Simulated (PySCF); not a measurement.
Compound: ammonia, NH3.
Cartesian coordinates in Å at the GFN2-xTB level; atoms count from 1:
```xyz
4
NH3 angstrom
N      0.006    0.003    0.269
H      0.925   -0.196   -0.107
H     -0.630   -0.701   -0.086
H     -0.289    0.899   -0.099
```

The closed-shell ground state was solved at several levels (PySCF, density fitting, gas phase, non-relativistic).

```
              level  basis functions  total energy (Eh)  HOMO (eV)  LUMO (eV)  gap (eV)  dipole (D)
        B3LYP/pcJ-1               57           -56.5633      -7.00       1.24      8.24        1.75
CAM-B3LYP/def2-SVPD               44           -56.4936      -9.16       1.67     10.83        1.55
```

Task: What might PBE0/pcSseg-1 (32 basis functions) give for the same quantities?

Result: Total energy -56.4792 Eh, HOMO -7.31 eV, LUMO 1.59 eV, gap 8.90 eV, dipole 1.74 D.

Task: Over all these levels, which gives the widest orbital gap and which the narrowest?

Result: CAM-B3LYP/def2-SVPD (range-separated hybrid) has the widest, 10.83 eV, and B3LYP/pcJ-1 (global hybrid, 20 % exact exchange) the narrowest, 8.24 eV. Functional and basis both differ between the two, so the spread mixes both effects.

Task: How far do the dipole and the HOMO energy spread over the levels?

Result: The dipole runs from 1.55 to 1.75 D (mean 1.68 D) and the HOMO from -9.16 to -7.00 eV.
